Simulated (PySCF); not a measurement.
**Splitting trees**

Cartesian coordinates in Å; atom numbers follow the order of the lines, from 1:
```xyz
8

F     1.361   -0.960    0.642
C     0.765    0.142    0.101
C    -0.730   -0.118   -0.084
F    -1.424    1.030    0.090
F    -1.006   -0.539   -1.337
H     1.246    0.346   -0.861
H     0.908    0.975    0.797
H    -1.111   -0.868    0.626
```

Method: J: B3LYP/pcJ-1, geometry from GFN2-xTB, GIAO PBE0/pcSseg-1 shieldings, in PySCF 2.14.0 with density-fitted response routines (rapidly exchanging positions averaged, a single conformation, no relativistic terms, no solvent model).

Shifts are taken against calculated references (same method and geometry level): TMS for 1H; 19F vs CFCl3.

Spectrometer: 600 MHz for 1H. First-order analysis; couplings under 1 Hz (under 4 Hz in carbon signals) are ignored, and nearly equal couplings are merged; the smaller ones broaden or split the lines further.

Q: What pattern does H6/H7 show (1H)?

A: A doublet of triplets of doublets at δ 5.01: 53.3 Hz to F1 (1 × 19F, 2 bonds away), 13.6 Hz to F4/F5 (2 × 19F, 3 bonds away), 2.7 Hz to H8 (1 × 1H, 3 bonds away). Lines in Hz from the centre (relative intensity): +41.6 (1), +38.9 (1), +28.0 (2), +25.3 (2), +14.4 (1), +11.7 (1), -11.7 (1), -14.4 (1), -25.3 (2), -28.0 (2), -38.9 (1), -41.6 (1). The outer lines are 83.2 Hz apart, the sum of the couplings kept, or 0.139 ppm at this field.

Q: What pattern does F4/F5 show (19F)?

A: A doublet of doublets of triplets at δ -140.2: 60.2 Hz to H8 (1 × 1H, 2 bonds away), 20.1 Hz to F1 (1 × 19F, 3 bonds away), 13.6 Hz to H6/H7 (2 × 1H, 3 bonds away). Lines in Hz from the centre (relative intensity): +53.8 (1), +40.1 (2), +33.6 (1), +26.6 (1), +20.1 (2), +6.5 (1), -6.5 (1), -20.1 (2), -26.6 (1), -33.6 (1), -40.1 (2), -53.8 (1). The outer lines are 107.5 Hz apart, the sum of the couplings kept, or 0.190 ppm at this field.

Q: What pattern does H8 show (1H)?

A: A triplet of doublets of triplets at δ 6.43: 60.2 Hz to F4/F5 (2 × 19F, 2 bonds away), 13.7 Hz to F1 (1 × 19F, 3 bonds away), 2.7 Hz to H6/H7 (2 × 1H, 3 bonds away). Lines in Hz from the centre (relative intensity): +69.8 (1), +67.0 (2), +64.3 (1), +56.0 (1), +53.4 (2), +50.6 (1), +9.6 (2), +6.8 (4), +4.2 (2), -4.2 (2), -6.8 (4), -9.6 (2), -50.6 (1), -53.4 (2), -56.0 (1), -64.3 (1), -67.0 (2), -69.8 (1). The outer lines are 139.5 Hz apart, the sum of the couplings kept, or 0.233 ppm at this field.

Q: What pattern does F1 show (19F)?

A: A triplet of triplets of doublets at δ -261.5: 53.3 Hz to H6/H7 (2 × 1H, 2 bonds away), 20.1 Hz to F4/F5 (2 × 19F, 3 bonds away), 13.7 Hz to H8 (1 × 1H, 3 bonds away). Lines in Hz from the centre (relative intensity): +80.2 (1), +66.5 (1), +60.1 (2), +46.5 (2), +40.0 (1), +26.9 (2), +26.4 (1), +13.2 (2), +6.8 (4), -6.8 (4), -13.2 (2), -26.4 (1), -26.9 (2), -40.0 (1), -46.5 (2), -60.1 (2), -66.5 (1), -80.2 (1). The outer lines are 160.5 Hz apart, the sum of the couplings kept, or 0.284 ppm at this field.

Unscaled 3J(H,H) at this level run about 10 % above measured values. 3J across rotatable bonds or in flexible rings reflects this conformer alone.
